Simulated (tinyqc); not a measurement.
Stretching all distances: RHF, UHF, MP2, CISD and CCSD against full CI in the sto-3g basis, for HF, spin multiplicity 1. Computed by the program tinyqc with PySCF. All coordinates are multiplied by the scale. c0^2 is the weight of the RHF determinant in the lowest singlet FCI state (UHF is spin-contaminated and may lie near states of higher spin) and n(LUMO) the first natural occupation beyond the occupied space.

Geometry (angstrom):

| atom | x | y | z |
|---|---|---|---|
| F | 0.0000 | 0.0000 | 0.0000 |
| H | 0.0000 | 0.0000 | 0.8750 |

Full CI energy (hartree) and errors against it (kcal/mol):

| scale | distance 1-2 (angstrom) | E(FCI) | RHF | UHF | MP2 | CISD | CCSD | <S^2> UHF | c0^2 | n(LUMO) |
|---|---|---|---|---|---|---|---|---|---|---|
| 0.960 | 0.840 | -98.57149 | 12.858 | 12.858 | 3.938 | 0.000 | 0.000 | 0.000 | 0.990 | 0.021 |
| 1.170 | 1.024 | -98.60256 | 21.970 | 21.970 | 7.874 | 0.000 | 0.000 | 0.000 | 0.976 | 0.048 |
| 1.370 | 1.199 | -98.57847 | 34.511 | 34.511 | 13.796 | 0.000 | 0.000 | 0.000 | 0.950 | 0.098 |
| 1.580 | 1.383 | -98.54145 | 52.102 | 35.881 | 22.420 | 0.000 | 0.000 | 0.535 | 0.906 | 0.185 |
| 1.990 | 1.741 | -98.48523 | 97.456 | 15.562 | 43.122 | 0.000 | 0.000 | 0.893 | 0.776 | 0.444 |
| 2.200 | 1.925 | -98.47000 | 122.531 | 8.364 | 51.598 | 0.000 | 0.000 | 0.950 | 0.706 | 0.585 |

Estimate the missing row, scale = 1.79.

Computed row:
```
scale  distance 1-2 (angstrom)     E(FCI)     RHF     UHF     MP2   CISD   CCSD  <S^2> UHF   c0^2  n(LUMO)
1.790                    1.566  -98.50833  73.956  25.447  32.917  0.000  0.000      0.780  0.845    0.307
```

UHF parts from RHF first at scale 1.58 of those listed, where <S^2> leaves zero. The weight c0^2 goes from 0.99 to 0.71 and n(LUMO) from 0.02 to 0.59: static correlation grows as the bonds break into open-shell fragments. The spread of the error along the curve, which distorts its shape, is CISD 0.0, CCSD 0.0, UHF 27.5, MP2 47.7, RHF 109.7 kcal/mol. With one virtual orbital CISD and CCSD are exact.
